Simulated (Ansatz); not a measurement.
# AlCl₂ radical (SMILES [Cl][Al][Cl]): one structure at several levels

An exercise on one series of results from a longer session: the logs are not shown, and one member is left open.

The runs use Ansatz 0.2.0, Gaussian basis; single points in def2-TZVPP.

Correlated methods freeze the cores. Orbitals are unrestricted.

## Starting geometry

SMILES `[Cl][Al][Cl]`, 3 atoms, charge 0, spin multiplicity 2.

Atoms are counted from 1 here; the program's logs count them from 0.

Bond lengths: Cl1–Al2 1.880 Å, Al2–Cl3 2.201 Å. Angles: Cl1–Al2–Cl3 129.7°.

As a file:

| atom | x (Å) | y (Å) | z (Å) |
| --- | --- | --- | --- |
| Cl1 | 1.4939 | 0.9631 | 0.7426 |
| Al2 | -0.1864 | 0.5019 | 0.0359 |
| Cl3 | -0.9423 | -1.4552 | -0.6285 |

Set-up of the first run:

run/in.yaml reads:

```yaml
crystal:
  periodic: [false, false, false]
  atoms:
    - {symbol: Cl, position_ang: [1.493900, 0.963100, 0.742600]}
    - {symbol: Al, position_ang: [-0.186400, 0.501900, 0.035900]}
    - {symbol: Cl, position_ang: [-0.942300, -1.455200, -0.628500]}
basis:
  gaussian: {orbitals: def2-TZVPP}
magnetization: {spin_polarized: true, initial_magnetization: 1}
correlation: {method: ccsd_t}
scf: {omitted_lower_state_checks: [cluster_reference]}
output: {forces: true}
```

The command line of these runs was not kept.

Among the steps run: CCSD(T)/def2-TZVPP; PBE0-D4/def2-TZVPP; wB97M-V/def2-TZVPP; r2SCAN-D4/def2-TZVPP; PBE-D4/def2-TZVPP; HSE06-D4/def2-TZVPP; LC-wPBE/def2-TZVPP.

One table of the session follows, with a row left open; its other results are not shown here.

| method | RMS force component (eV/Å) | angle to CCSD(T) forces (°) | dipole (D) |
| --- | --- | --- | --- |
| CCSD(T) | 2.969 | reference | 1.67 |
| PBE0-D4 | ? | ? | ? |
| wB97M-V | 2.875 | 0.4 | 1.80 |
| r2SCAN-D4 | 2.875 | 0.2 | 1.69 |
| PBE-D4 | 2.905 | 1.8 | 1.61 |
| HSE06-D4 | 2.851 | 0.4 | 1.71 |
| LC-wPBE | 2.803 | 2.4 | 1.79 |

Q: Estimate the row for PBE0-D4 from the others.

The run gave: RMS force component (eV/Å): 2.847; angle to CCSD(T) forces (°): 0.5; dipole (D): 1.71. In the column «RMS force component (eV/Å)» it lies between LC-wPBE (2.803) and HSE06-D4 (2.851).
